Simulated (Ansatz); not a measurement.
Saddle search on SiPH7S, singlet by partitioned rational-function steps on PBE0-D4/def2-TZVP gradients (Ansatz 0.2.0), from this start:

Si1  (-0.747, 0.767, -0.584)
S2  (0.242, 0.866, 1.682)
H3  (-0.140, 0.618, -1.948)
H4  (-0.845, 2.270, -0.488)
H5  (-2.127, 0.255, -0.367)
H6  (0.356, -0.455, 0.929)
P7  (0.125, -1.691, -0.526)
H8  (1.431, 1.261, 1.176)
H9  (1.542, -1.532, -0.614)
H10  (0.163, -2.359, 0.741)
(Å)

```json
{"step": "1", "energy less the last (meV)": "12.1", "largest force (eV/Å)": "0.237", "curvature followed (eV/Å²)": "-7.36"}
{"step": "2", "energy less the last (meV)": "1.8", "largest force (eV/Å)": "0.085", "curvature followed (eV/Å²)": "-7.37"}
{"step": "3", "energy less the last (meV)": "1.7", "largest force (eV/Å)": "0.153", "curvature followed (eV/Å²)": "-7.38"}
{"step": "4", "energy less the last (meV)": "1.9", "largest force (eV/Å)": "0.113", "curvature followed (eV/Å²)": "-7.38"}
{"step": "5", "energy less the last (meV)": "1.0", "largest force (eV/Å)": "0.131", "curvature followed (eV/Å²)": "-7.40"}
{"step": "6", "energy less the last (meV)": "0.3", "largest force (eV/Å)": "0.071", "curvature followed (eV/Å²)": "-7.41"}
{"step": "7", "energy less the last (meV)": "0.6", "largest force (eV/Å)": "0.084", "curvature followed (eV/Å²)": "-7.42"}
{"step": "8", "energy less the last (meV)": "0.1", "largest force (eV/Å)": "0.025", "curvature followed (eV/Å²)": "-7.46"}
{"step": "9", "energy less the last (meV)": "0.1", "largest force (eV/Å)": "0.037", "curvature followed (eV/Å²)": "-7.47"}
{"step": "10", "energy less the last (meV)": "0.1", "largest force (eV/Å)": "0.027", "curvature followed (eV/Å²)": "-7.46"}
{"step": "11", "energy less the last (meV)": "0.0", "largest force (eV/Å)": "0.014", "curvature followed (eV/Å²)": "-7.49"}
{"step": "12", "energy less the last (meV)": "0.0", "largest force (eV/Å)": "0.009", "curvature followed (eV/Å²)": "-7.56"}
```

The search ended at:

```xyz
10
angstrom
Si -0.7133 0.7468 -0.5707
S 0.1482 0.8627 1.7161
H -0.1969 0.4951 -1.9515
H -0.6775 2.2452 -0.5527
H -2.1105 0.3371 -0.3148
H 0.2801 -0.4357 0.9064
P 0.0989 -1.6923 -0.5015
H 1.3591 1.2444 1.2766
H 1.4772 -1.4595 -0.7540
H 0.3345 -2.3438 0.7459
```
